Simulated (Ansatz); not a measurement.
Relaxation of C$_{3}$H$_{6}$O (10 atoms, charge 0, multiplicity 1), to a largest force component of 0.015 eV/Å in at most 40 steps.

Theory: RKS PBE/def2-SVP in Ansatz 0.2.0.

```xyz
10
Properties=species:S:1:pos:R:3:forces:R:3
C 0.089 1.320 0.583 -3.24 1.98 1.01
C -0.941 0.488 0.308 -0.27 1.38 0.56
O -2.272 0.706 0.520 0.10 1.74 0.77
C -2.582 2.052 1.144 -1.16 -2.87 -2.66
H 1.087 1.155 0.353 2.26 -0.67 -0.54
H -0.199 2.346 1.004 0.72 -1.15 -0.40
H -0.820 -0.461 -0.143 0.28 -1.59 -0.69
H -3.672 2.059 1.233 -0.40 -0.03 0.05
H -2.143 2.080 2.085 1.24 0.37 2.34
H -2.278 2.830 0.463 0.47 0.84 -0.44
```

Q: Where does it end, and by what steps?

A: The forces met the threshold. After 5 steps the energy has fallen by 0.443 eV; H6 moved furthest, 0.18 Å.

| step | energy less start (eV) | largest force component (eV/Å) | accepted |
| --- | --- | --- | --- |
| 0 | 0.0000 | 3.245 | yes |
| 1 | -0.3415 | 1.760 | yes |
| 2 | -0.2281 | 2.056 | no |
| 3 | -0.4361 | 0.329 | yes |
| 4 | -0.4423 | 0.107 | yes |
| 5 | -0.4431 | 0.008 | yes |

```xyz
10
Properties=species:S:1:pos:R:3
C 0.088 1.368 0.571
C -0.949 0.543 0.313
O -2.269 0.755 0.536
C -2.635 1.994 1.115
H 1.104 1.033 0.325
H -0.024 2.366 1.017
H -0.802 -0.453 -0.136
H -3.736 1.986 1.220
H -2.172 2.131 2.119
H -2.335 2.852 0.471
```

Time of the run: 10 s on 1 thread of Intel(R) Xeon(R) Platinum 8488C (Sapphire Rapids) (shared host), peak memory 0.13 GiB.
